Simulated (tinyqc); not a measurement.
CIS and TDHF on RHF in the sto-3g basis, for LiH, spin multiplicity 1, step by step. One step of it, computed by the program tinyqc.

Question. CIS matrix, singlets. A(ia,jb) = (e_a - e_i) d_ij d_ab + 2 (ia|jb) - (ij|ab).

orbital energies (hartree): MO1 -2.360846, MO2 -0.250979, MO3 0.073427, MO4 0.162194, MO5 0.162194, MO6 0.435393

Two-electron integrals over orbitals (pq|rs), unique and non-zero (hartree):
```
(11|11) 1.659143    (21|11) -0.100274   (21|21) 0.010573    (22|11) 0.326786
(22|21) 0.003473    (22|22) 0.460935    (31|11) -0.141069   (31|21) 0.010608
(31|22) -0.012276   (31|31) 0.021985    (32|11) 0.023206    (32|21) -0.002676
(32|22) -0.056100   (32|31) -0.000089   (32|32) 0.018438    (33|11) 0.392874
(33|21) -0.009302   (33|22) 0.214987    (33|31) 0.001171    (33|32) 0.012621
(33|33) 0.331867    (41|41) 0.009811    (42|41) 0.007284    (42|42) 0.021651
(43|41) 0.010344    (43|42) 0.019914    (43|43) 0.041337    (44|11) 0.396338
(44|21) -0.003732   (44|22) 0.251703    (44|31) -0.005051   (44|32) 0.011021
(44|33) 0.280531    (44|44) 0.312946    (51|51) 0.009811    (52|51) 0.007284
(52|52) 0.021651    (53|51) 0.010344    (53|52) 0.019914    (53|53) 0.041337
(54|54) 0.016869    (55|11) 0.396338    (55|21) -0.003732   (55|22) 0.251703
(55|31) -0.005051   (55|32) 0.011021    (55|33) 0.280531    (55|44) 0.279207
(55|55) 0.312946    (61|11) 0.068254    (61|21) -0.009396   (61|22) -0.007597
(61|31) -0.004315   (61|32) 0.002578    (61|33) 0.011727    (61|44) 0.001449
(61|55) 0.001449    (61|61) 0.010761    (62|11) -0.072657   (62|21) 0.002094
(62|22) 0.111687    (62|31) 0.003521    (62|32) -0.040987   (62|33) -0.018330
(62|44) -0.032374   (62|55) -0.032374   (62|61) 0.000540    (62|62) 0.128909
(63|11) 0.021134    (63|21) -0.002443   (63|22) -0.055316   (63|31) 0.004066
(63|32) 0.014646    (63|33) 0.036327    (63|44) 0.006207    (63|55) 0.006207
(63|61) 0.004386    (63|62) -0.036848   (63|63) 0.029114    (64|41) -0.006022
(64|42) -0.018903   (64|43) -0.012566   (64|64) 0.019568    (65|51) -0.006022
(65|52) -0.018903   (65|53) -0.012566   (65|65) 0.019568    (66|11) 0.355995
(66|21) 0.001201    (66|22) 0.433029    (66|31) -0.011007   (66|32) -0.047754
(66|33) 0.239016    (66|44) 0.261366    (66|55) 0.261366    (66|61) -0.004852
(66|62) 0.108223    (66|63) -0.045877   (66|66) 0.430830
```

Give: CIS matrix A, singlet.

Answer.

CIS matrix A, singlet (hartree), order 1>3, 1>4, 1>5, 1>6, 2>3, 2>4, 2>5, 2>6:
$$\begin{pmatrix}
2.085 & 0.000 & 0.000 & -0.030 & 0.009 & 0.000 & 0.000 & 0.009 \\
0.000 & 2.146 & 0.000 & 0.000 & 0.000 & 0.018 & 0.000 & 0.000 \\
0.000 & 0.000 & 2.146 & 0.000 & 0.000 & 0.000 & 0.018 & 0.000 \\
-0.030 & 0.000 & 0.000 & 2.462 & 0.008 & 0.000 & 0.000 & 0.000 \\
0.009 & 0.000 & 0.000 & 0.008 & 0.146 & 0.000 & 0.000 & -0.027 \\
0.000 & 0.018 & 0.000 & 0.000 & 0.000 & 0.205 & 0.000 & 0.000 \\
0.000 & 0.000 & 0.018 & 0.000 & 0.000 & 0.000 & 0.205 & 0.000 \\
0.009 & 0.000 & 0.000 & 0.000 & -0.027 & 0.000 & 0.000 & 0.511
\end{pmatrix}$$
